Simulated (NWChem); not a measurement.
# hydrogen cyanide (CHN); SMILES C#N

```xyz
3

C      0.0000     0.0000    -0.4925
N      0.0000     0.0000     0.6532
H      0.0000     0.0000    -1.5611
```
Atoms are numbered in this order, from 1.

All runs: NWChem. Pople sets run with spherical d functions. The geometry was optimised at PBE0-D3(BJ)/def2-TZVP. Atomic charges in e: unrestrained fits to the electrostatic potential beside Mulliken populations; the two definitions need not agree.

**Question.** Predict the results for Hartree-Fock/6-31G*. Quantities: ESP C1; Mulliken C1; ESP N2; Mulliken N2; relative RMS misfit of the potential (%).

**Answer.** 
| Property | Value |
|---|---|
| ESP C1 | 0.13 |
| Mulliken C1 | 0.03 |
| ESP N2 | -0.36 |
| Mulliken N2 | -0.34 |
| relative RMS misfit of the potential (%) | 13 |
